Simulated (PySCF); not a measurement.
# Structure elucidation problem

Molecular formula: C5H8O. Simulated spectra:

1H NMR (400 MHz, computed): δ 6.43 (m, 1H), 6.31 (m, 1H), 6.14 (m, 1H), 2.68 (q, J = 8.1 Hz, 2H), 1.04 (t, J = 8.1 Hz, 3H).

13C{1H} NMR (computed): δ 206.0 (C), 147.8 (CH), 134.9 (CH2), 33.1 (CH2), 9.3 (CH3).

- J couplings at B3LYP/pcJ-1 (without the spin–dipole term)
- coordinates at the PBE0-D3(BJ)/def2-SVP level
- shielding tensors at B97-2/pcSseg-2 (GIAO)
- run in PySCF 2.14.0 with density-fitted response routines
- one averaged value for each set of equivalent atoms, no relativistic terms, no solvent model, one conformer

Shifts are taken against calculated references (same method and geometry level): 1H (σ = 31.36 ppm) and 13C (σ = 183.46 ppm) vs TMS.

Question: What is the structure?

Answer: 
- Rings plus π bonds: 2 (no ring in the answer).
- 5 carbon signals for 5 carbons: no two carbons are equivalent.
- Carbon types of the structure: 1 × C, 1 × CH, 2 × CH2, 1 × CH3, which accounts for all hydrogens.
- δC 206.0: ketone carbonyl carbon; the double bond to the heteroatom, with no lone-pair donor beside it, deshields it most.
- δC 147.8: α carbon of a C=C–C=O unit; the olefinic region.
- δC 134.9: β carbon of a C=C–C=O unit; conjugation with the carbonyl draws π density from the β position.
- δC 33.1: sp3 CH2 α to a carbonyl; α to the electron-withdrawing carbonyl group.
- δH 6.43: hydrogen on an α carbon of a C=C–C=O unit; olefinic region.
- δH 6.31, 6.14: hydrogen on a β carbon of a C=C–C=O unit; attached to an sp2 carbon and in the plane of the double bond.
- δH 2.68: hydrogen on an sp3 CH2 α to a carbonyl; α to C=O.
- The protons at 2.68 and 1.04 share a coupling of 8.1 Hz (vicinal).

These data were computed for `C=CC(=O)CC`.

The shifts were computed for this structure.

Multiplet labels drop couplings under 1 Hz and merge nearly equal ones. Unscaled 3J(H,H) at this level run about 10 % above measured values. Shifts are as computed. Against solution values, carbons near 30 ppm lie about +4 ppm off and those near 130 ppm about +7 ppm. Of 1211 compounds with measured shifts, 218 miss one by over three times the rms of a fit or turn the order of signals round; such compounds aren't used in these exercises.
